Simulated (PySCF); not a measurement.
Species: C₅H₉O (doublet state).
Cartesian coordinates in Å at the GFN2-xTB level; atoms count from 1:
```xyz
15
C5H9O angstrom
O      1.475   -1.345   -0.449
C      0.885   -0.492    0.503
C      0.903    0.980    0.046
C     -0.390    1.152   -0.653
C     -1.326    0.039   -0.371
C     -0.611   -0.788    0.707
H      1.008   -1.224   -1.284
H      1.464   -0.654    1.415
H      1.769    1.192   -0.590
H      0.986    1.640    0.921
H     -0.624    1.985   -1.286
H     -1.517   -0.565   -1.271
H     -2.306    0.394   -0.036
H     -0.813   -1.855    0.627
H     -0.909   -0.450    1.699
```

The hyperfine couplings belong to this conformer and change with its torsions.

As a line formula: `C1[CH]CC[C@H]1O` [radical].

Method used: UKS B3LYP, pcH-1 on C H O, non-relativistic, mean-field spin-orbit, GIAO in PySCF 2.14.0. The structure is a single GFN2-xTB conformer in the gas phase; no vibrational or solvent corrections. A GFN2-xTB geometry isn't a minimum of the functional, and hyperfine couplings can be far from their values at a DFT geometry. No stability test was run, so a lower SCF solution isn't excluded.

The Mulliken spin populations are largest on C4 (+1.02), C5 (-0.09), C3 (-0.09) and H10 (+0.06). C4 is the only atom above +0.15. The positive populations add up to 1.22 and the negative ones to -0.22, together 2S = 1. The angles at C4 add up to 360.0°, so it is planar; its axial dipolar tensor and the negative coupling of its proton fit spin in a p orbital normal to that plane.

Question: Find Q in a(H) = Q·ρ(C) for the protons on the planar carbons that carry spin.

Answer: 
| H | C | ρ(C) | a(H) (G) | a/ρ (G) |
| --- | --- | --- | --- | --- |
| H11 | C4 | +1.016 | -22.29 | -21.9 |

One proton gives one ratio, Q = -21.9 G, and no test of linearity. In every row coupling and population have opposite signs.

Question: List the C–H protons on four-coordinate carbons next to a three-coordinate spin centre, with their couplings and θ (C–H bond against the normal to the plane of the centre's neighbours, projected along the bond that joins the two).

Answer: 
| β H | on | centre | θ (°) | cos²θ | a (G) |
| --- | --- | --- | --- | --- | --- |
| H9 | C3 | C4 | 45 | 0.49 | +28.18 |
| H10 | C3 | C4 | 14 | 0.94 | +54.88 |
| H12 | C5 | C4 | 23 | 0.85 | +48.77 |
| H13 | C5 | C4 | 39 | 0.61 | +34.89 |

Fitting the Heller–McConnell form a = ρ(B0 + B2 cos²θ), with Mulliken ρ = 1.02, gives B0 = -1.2 G and B2 = 58.3 G, with a largest miss of 0.4 G. By this fit the coupling would be 58.1 G at θ = 0° and -1.2 G at 90°.

Couplings in gauss use g_iso = 2.0027.

Hardware: an Arm Neoverse V1 with one thread, shared host. Cost: 40 s (grids of density and orbitals included), 0.91 GiB resident at most.
